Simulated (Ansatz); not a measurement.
**How far each method lies from full CI for O₂, triplet**

Geometry: MP2(full)/6-31G*, from the G2/97 set.

```tsv
atom	x (Å)	y (Å)	z (Å)
O	0.0000	0.0000	0.0000
O	0.0000	0.0000	1.2460
```

Basis STO-3G; Ansatz 0.2.0. Correlated methods freeze the noble-gas cores, which leaves 12 electrons in 8 orbitals. R marks a restricted (for open shells ROHF) determinant, U an unrestricted one. Active spaces: valence = (12e, 8o) chosen from the atoms' valence shells.

Full CI is exact within this basis and frozen core; it isn't the basis-set limit. The frozen core follows each run's orbitals, which can shift R against U totals by a few meV.

Coupled cluster chose its determinant by a search with trial CCSD, here up to 0.18 eV above the lowest Hartree–Fock solution of its kind, and MP2 stands on that determinant too.

The UHF ⟨S²⟩ is 2.003. The ⟨S²⟩ of the determinant under UCCSD is 2.003, the T1 diagnostic (RCCSD) is 0.0084 and the largest doubles amplitude (RCCSD) is 0.185. The T1 diagnostic (UCCSD) is 0.0049.

```json
{"level": "RMP2", "E − E(full CI) (meV)": "368", "share of correlation (%)": "88.92", "wall time": "–"}
{"level": "UMP2", "E − E(full CI) (meV)": "360", "share of correlation (%)": "89.15", "wall time": "–"}
{"level": "RCCSD*", "E − E(full CI) (meV)": "75", "share of correlation (%)": "97.75", "wall time": "–"}
{"level": "UCCSD*", "E − E(full CI) (meV)": "74", "share of correlation (%)": "97.78", "wall time": "–"}
{"level": "RCCSD(T)*", "E − E(full CI) (meV)": "52", "share of correlation (%)": "98.43", "wall time": "0.24 s"}
{"level": "UCCSD(T)*", "E − E(full CI) (meV)": "52", "share of correlation (%)": "98.43", "wall time": "0.22 s"}
{"level": "BCCD(T)*", "E − E(full CI) (meV)": "53", "share of correlation (%)": "98.40", "wall time": "0.25 s"}
{"level": "RCCSDT*", "E − E(full CI) (meV)": "46", "share of correlation (%)": "98.62", "wall time": "–"}
{"level": "UCCSDT*", "E − E(full CI) (meV)": "46", "share of correlation (%)": "98.63", "wall time": "–"}
{"level": "RCCSDT(Q)*", "E − E(full CI) (meV)": "16", "share of correlation (%)": "99.50", "wall time": "0.52 s"}
{"level": "UCCSDT(Q)*", "E − E(full CI) (meV)": "17", "share of correlation (%)": "99.50", "wall time": "0.46 s"}
{"level": "RCCSDTQ*", "E − E(full CI) (meV)": "0", "share of correlation (%)": "100.00", "wall time": "8.5 s"}
{"level": "UCCSDTQ*", "E − E(full CI) (meV)": "0", "share of correlation (%)": "100.01", "wall time": "8.5 s"}
```

An asterisk marks runs whose energy the program itself flagged as in doubt.

The correlation energy at full CI, counted from the determinant under the R cluster runs, is -3.318 eV. That run took 0.12 s on 1 thread of AMD EPYC 7R13, shared host over 96 determinants.

Run but not shown, since their state, orbitals or frozen core can't be matched to the reference's or they repeat it: RHF, UHF, CISD, CISDTQ, CASSCF (valence space), NEVPT2 (valence space), MRCISD (valence space), MRCISD+Q (valence space).

Times hold each run's SCF and search for its determinant on a shared host, so for small cases they say little of a method's own cost; they ran on 1 thread of AMD EPYC 7R13.

The full-CI state has the irrep B1g of D2h, in the program's axes (one component, if the state is degenerate).

Natural occupations of full CI about the gap: 1.953 1.950 1.950 1.050 1.050 0.053; effectively unpaired electrons, Σ n²(2−n)², 2.03.

Atomization energy (electronic, same basis, no zero-point term; atoms at the same level, unrestricted beside the R rows where the molecule is a closed shell, with restricted open-shell steps beyond CCSDT(Q)) at full CI: 378.8 kJ/mol. Errors of other levels:

```tsv
level	error (kJ/mol)
RMP2	-35.5
UMP2	-34.7
RCCSD*	-7.2
UCCSD*	-7.1
RCCSD(T)*	-5.0
UCCSD(T)*	-5.0
BCCD(T)*	-5.1
RCCSDT*	-4.4
UCCSDT*	-4.4
RCCSDT(Q)*	-1.6
UCCSDT(Q)*	-1.6
RCCSDTQ*	0.0
UCCSDTQ*	0.0
```

This basis is far from its limit, so the value isn't to be set against a measured one.
